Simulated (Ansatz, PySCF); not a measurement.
The pair A = C2H4 (SMILES C=C) (first 6 atoms), B = C2H4 (SMILES C=C); geometry from S22 set.
(charge 0, multiplicity 1):
```xyz
12

C     -0.472    -0.472    -1.859
C      0.472     0.472    -1.859
H     -0.872    -0.872    -0.936
H      0.872     0.872    -0.936
H     -0.870    -0.870    -2.783
H      0.870     0.870    -2.783
C     -0.472     0.472     1.859
C      0.472    -0.472     1.859
H     -0.872     0.872     0.936
H      0.872    -0.872     0.936
H     -0.870     0.870     2.783
H      0.870    -0.870     2.783
```

Rows in 6-31G* carry no dispersion term and start afresh at each structure (6-31G* with six Cartesian d functions).

Run with Ansatz (Gaussian basis) for Hartree–Fock, density functionals and correlated methods; PySCF for 6-31G* rows. 

Total energies (hartree), monomers frozen at their geometry in the pair:

```csv
structure,HF/6-31G*,PBE/def2-TZVPPD,B3LYP/6-31G*
AB,-156.0622807,-157.0042695,-157.1754961
A in the pair's basis,-78.0317899,-78.5018934,-78.5880849
B in the pair's basis,-78.0317899,-78.5018934,-78.5880849
A,-78.0311562,-78.5018372,-78.5873580
B,-78.0311562,-78.5018372,-78.5873580
```

Problem. Work out the interaction energy without and with the counterpoise correction, and the superposition error, for each level.

Solution. 
E(AB) − E(A) − E(B), times 627.509 kcal/mol, with the monomers in their own basis and then in the pair's basis:
- HF/6-31G*: 0.02 uncorrected, 0.82 corrected; the monomers gain 0.80 kcal/mol from borrowed functions
- PBE/def2-TZVPPD: -0.37 uncorrected, -0.30 corrected; the monomers gain 0.07 kcal/mol from borrowed functions
- B3LYP/6-31G*: -0.49 uncorrected, 0.42 corrected; the monomers gain 0.91 kcal/mol from borrowed functions

Ansatz is an electronic-structure program.
